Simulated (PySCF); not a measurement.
**What an electron can do to SiCl**

r²SCAN in PySCF with def2-TZVPPD on every atom, for the lowest determinant that a PBE0 search found; no spin–orbit coupling.

```tsv
species	state (unpaired electrons)	Re (Å)	ωe (cm⁻¹)	energy of the minimum from the neutral (eV)	De (eV)	dissociates to
SiCl	doublet (π ↑)	2.071	527	0.00	4.51	Si + Cl
SiCl⁺	singlet (closed shell)	1.960	664	7.46	5.36	Si⁺ + Cl
SiCl⁻	triplet (π ↑↑)	2.244	364	-1.31	2.19	Si + Cl⁻
```

Task: Work out the lowest energy to break SiCl into atoms, from its vibrational ground state.

Result: D0 = De − ωe/2 = 4.51 − 0.03 = 4.48 eV (r²SCAN/def2-TZVPPD).

Task: Work out the ionisation energy of the Si atom at this level and the threshold of dissociative ionisation.

Result: IE(Si) = 7.46 + 5.36 − 4.51 = 8.31 eV, so Si⁺ + Cl + e⁻ appears at D0 + IE(Si) = 12.79 eV (r²SCAN/def2-TZVPPD). The measured IE(Si) is 8.152 eV (NIST ASD).

Task: Work out the electron affinity of the Cl atom and the threshold of dissociative attachment.

Result: EA(Cl) = 4.51 − 2.19 − (-1.31) = 3.63 eV, so Si + Cl⁻ needs D0 − EA(Cl) = 0.85 eV (r²SCAN/def2-TZVPPD). The measured EA(Cl) is 3.613 eV.

Task: At which energy does ion-pair formation open?

Result: Si⁺ + Cl⁻ lies at D0 + IE(Si) − EA(Cl) = 9.16 eV (r²SCAN/def2-TZVPPD).

These are thermodynamic thresholds; the onsets seen under electron impact lie higher where the geometry changes, and cross-sections peak well above them.

For an ion De counts to the pair picked by the measured ionisation energies or electron affinities, which need not be the lowest pair at this level. The highest Kohn–Sham level is positive in this anion. Much of that is self-interaction error, but it also means that the finite basis helps to hold the extra electron. States were picked by a PBE0 search and need not be the measured ground states.
